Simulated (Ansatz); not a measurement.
# A barrier at the coupled-cluster level

Start structure (BH$_{2}$SF, singlet), relaxed at PBE0-D4/def2-TZVP:

B1  (0.209, 0.232, 0.475)
F2  (1.183, -0.662, 0.527)
S3  (-1.010, 0.213, -0.836)
H4  (-0.517, -0.857, -1.485)
H5  (0.135, 1.074, 1.318)
(Å)

The step: BH₂SF ([F][BH][SH]) → BHS ([BH][S]) + HF; bonds formed: F2–H4; bonds broken: B1–F2, S3–H4. Program: Ansatz 0.2.0. Basis: def2-TZVPP and def2-QZVPP. Cores are frozen in the correlated methods. Extrapolation: Hartree–Fock as exp(−7.88 √X), correlation as X^−2.97. Energies below are by CCSD(T) at an estimated basis limit (MP2 extrapolated from triple and quadruple zeta, plus CCSD(T) − MP2 in triple zeta).

(1) What are the electronic barrier and the energy of the step, from the start structure to the end structure? (Judge from chemistry; the value comes from the calculation.)

No T1 diagnostic of these runs exceeds 0.017.

Answers

(1) The calculation gives: Barrier 2.312 eV; step energy 1.686 eV (uphill); reverse barrier, their difference, 0.626 eV. Barrier and step energy count from the start structure, the reverse barrier from the end structure.

The saddle point: One imaginary mode of 525i cm⁻¹.
```tsv
pair	start (Å)	saddle (Å)	end (Å)
F2–H4	2.64	1.03	0.93
B1–F2	1.32	1.67	3.16
S3–H4	1.35	1.91	2.40
```

Zero-point energy (harmonic, PBE0-D4): ZPE is 0.683 eV at the start and 0.608 eV at the saddle, so the barrier goes from 2.312 to 2.237 eV.

First-order rate constant out of the start structure at 498 K by transition-state theory, with harmonic vibrational free energies alone and no tunnelling: ΔA‡ = 2.252 eV, so k = (kB T/h) exp(−ΔA‡/kB T) ≈ 10^-10 s⁻¹ (an order of magnitude at best: rotation, the number of equivalent paths and anharmonicity are left out).

Labels in which every atom is bracketed show which atoms are joined, not bond orders.

For scale, one of the runs: CCSD(T)/def2-TZVPP, 132 basis functions, launched by `ansatz run in.yaml --threads 2 --pin off --events-out ev --progress --plain --max-ram 4352MiB`. The run took 10 s on 2 CPU threads of an Arm Neoverse V1 (shared host), with 0.66 GiB of host memory at its peak.
